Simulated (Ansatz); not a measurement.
Consider the isomerisation: `OC(O)(F)CF` → `OCC(O)(F)F`.

Gas-phase electronic energies from Ansatz, PBE0-D4/def2-TZVP geometries. CCSD(T)/CBS adds triple-zeta CCSD(T) − MP2 to the extrapolated MP2 energy (def2 sets, frozen cores). Each species was taken in one conformer, which may not be the lowest.

| species | HF/def2-QZVPP energy (Eh) |
| --- | --- |
| `OC(O)(F)CF` | -426.88520 |
| `OCC(O)(F)F` | -426.88571 |

Question: Work out ΔE.

Answer: ΔE = (-426.88571) − (-426.88520) = -0.00051 Eh = -1.3 kJ/mol. CCSD(T)/CBS gives -0.7 kJ/mol.

Largest T1 diagnostic among the species: 0.011.
